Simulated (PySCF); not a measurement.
**BCl (SMILES [B]Cl) at B3LYP/STO-3G**

Aim: the vertical singlet–triplet gap of BCl at B3LYP/STO-3G, from 2 runs. 

The results are computed with PySCF 2.14.0.

12 further runs of the same task are left out: 3 that didn't finish, 9 set aside as unsound or not needed.

## Step 1: The system as given

The species is BCl (2 atoms), meant as a singlet with charge 0. As SMILES, `[B]Cl`. The shape is that of a GFN2-xTB optimisation.

Bond lengths: B1–Cl2 1.579 Å.

## Step 2: A single-point energy at B3LYP/STO-3G

Contents of calc.py:

```python
from pyscf import gto, dft

mol = gto.M(
    atom='''
B      0.000000     0.000000     0.000000
Cl     0.000000     0.000000     2.982989
''',
    charge=0,
    spin=0,
    verbose=3,
    max_memory=1860,
    unit='bohr',
    basis='sto-3g',
)

mf = dft.RKS(mol)
mf.xc = 'b3lyp'
mf.conv_tol = 1e-10
mf.grids.level = 5
mf.kernel()
if not mf.converged:
    mf = mf.newton().run(mf.mo_coeff, mf.mo_occ)

e_tot = mf.e_tot
print('E = %.10f Eh' % e_tot)
```

Launch:

```bash
$ OMP_NUM_THREADS=1 python calc.py
```

Output:

```text
converged SCF energy = -479.585556790971
E = -479.5855567910 Eh
```

Run time: 2.1 s. Hardware: 1 thread of Arm Neoverse N1, shared host; peak memory 0.16 GiB.

## Step 3: The triplet, same level

Contents of job.py:

```python
from pyscf import gto, dft

mol = gto.M(
    atom='B 0.000000 0.000000 0.000000; Cl 0.000000 0.000000 1.578530',
    charge=0,
    max_memory=1860,
    spin=2,
    basis='sto-3g',
    verbose=3,
)

mf = dft.UKS(mol)
mf.xc = 'b3lyp'
mf.grids.level = 5
mf.conv_tol = 1e-10
mf.kernel()
if not mf.converged:
    mf = mf.newton().run(mf.mo_coeff, mf.mo_occ)

e_tot = mf.e_tot
print('E(%s) = %.9f' % ('B3LYP', e_tot))
```

Launch:

```bash
$ OMP_NUM_THREADS=1 python job.py
```

Output:

```text
WARN: HOMO 0.0121234559128595 >= LUMO -0.190550094328336

converged SCF energy = -479.508619298202  <S^2> = 2.0037136  2S+1 = 3.0024747
E(B3LYP) = -479.508619298
```

Wall time 3.3 s (1 thread of Arm Neoverse N1, shared host); peak memory 0.17 GiB.

## Step 4: Results

At B3LYP/STO-3G:

| quantity | value |
| --- | --- |
| singlet: total energy | -479.58556 Eh |
| singlet: dipole moment | 0.95 D |
| singlet: HOMO energy | -3.88 eV |
| singlet: LUMO energy | 1.77 eV |
| singlet: HOMO–LUMO gap | 5.65 eV |
| triplet: total energy | -479.50862 Eh |
| triplet: dipole moment | 0.85 D |
| triplet: HOMO energy (highest over α and β) | -1.57 eV |
| triplet: LUMO energy (lowest over α and β) | 0.10 eV |
| triplet: ⟨S²⟩ | 2.004 |
| vertical energy of the triplet above the singlet | 2.094 eV |

**Reading.** At this shape the triplet lies 2.09 eV (48 kcal/mol) above the singlet. In a minimal basis such a difference can be off by several eV, whatever the method.
